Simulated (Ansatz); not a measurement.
A nudged elastic band was laid between two geometries of ClH2MgN (5 atoms, charge 0, multiplicity 1).

Theory: RKS PBE-D4/STO-3G in Ansatz 0.2.0.

```
movable images  : 9
climbing image  : yes
spring          : 5.0 eV/Å²
optimiser       : quadratic models (default)
start path      : IDPP
force threshold : 0.05 eV/Å
iteration limit : 60
end points      : relaxed
```

Image 0:

```xyz
5
Properties=species:S:1:pos:R:3
N -0.926 0.475 -0.208
Mg 0.540 -0.527 0.412
Cl 2.027 -1.745 1.307
H -0.571 1.484 -0.301
H -1.020 0.239 -1.251
```

Image 10:

```xyz
5
Properties=species:S:1:pos:R:3
N -0.241 0.675 -0.794
Mg 0.517 -0.533 0.432
Cl 1.601 -1.869 1.671
H -0.689 1.450 -0.200
H -1.138 0.205 -1.150
```

(1) What changes between the two ends?

(2) Give the energies along the band, and the barrier.

(3) What is the geometry of the highest image?

(4) What are the harmonic wavenumbers there?

Answers

(1) No bond is made or broken. The height of N1 over the plane of its neighbours goes from 0.53 to -0.53 Å. The two ends are copies of one structure, up to a mirror image or an exchange of like atoms.

(2) The run converged. The highest image is number 5 of 0 to 10, 0.109 eV above the ends, which have the same energy within 2 meV. A vibrational analysis at the climbing image gives one clearly imaginary mode, 297i cm⁻¹: a first-order saddle point. Limits of this set-up: minimal basis.

```csv
image,path coordinate (Å),energy (eV),height of N1 over the plane of its neighbours (Å)
0,0.00,0.000,0.53
1,0.11,0.007,0.48
2,0.23,0.035,0.38
3,0.34,0.073,0.26
4,0.46,0.100,0.13
5,0.57,0.109,0.00
6,0.69,0.100,-0.13
7,0.80,0.073,-0.26
8,0.92,0.035,-0.38
9,1.03,0.007,-0.48
10,1.15,0.000,-0.53
```

(3) 
```xyz
5
Properties=species:S:1:pos:R:3
N -0.480 0.544 -0.509
Mg 0.506 -0.581 0.499
Cl 1.664 -1.901 1.682
H -0.590 1.573 -0.368
H -1.052 0.292 -1.346
```

(4) 297i, 124, 140, 489, 667, 947, 1779, 3552, 3730 cm⁻¹.

The run took 17 s on 1 thread of Intel(R) Xeon(R) 6975P-C (Granite Rapids) (shared host), peak memory 0.09 GiB.
